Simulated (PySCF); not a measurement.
## Li: ionisation energy

Li [He] 2s1 (2S) → Li⁺ 1s2 (1S), as a difference of total energies. All numbers are calculated (PySCF 2.14, no relativity, point nucleus, in aug-cc-pV5Z (7s6p5d4f3g2h, 127 functions)). The calculations carry no spin-orbit coupling.

```json
{"method": "UHF", "ionisation energy (eV)": "5.343"}
{"method": "LDA", "ionisation energy (eV)": "5.473"}
{"method": "PBE0", "ionisation energy (eV)": "5.569"}
{"method": "r2SCAN", "ionisation energy (eV)": "5.389"}
{"method": "HSE06", "ionisation energy (eV)": "5.561"}
```

Problem. Estimate what PBE gives.

Solution. 5.586 eV, closest to PBE0 among the rows shown.

Problem. Estimate what TPSSh gives.

Solution. 5.496 eV, closest to LDA among the rows shown.

For comparison: 5.392 eV (measured; NIST Atomic Spectra Database, ionization energies).
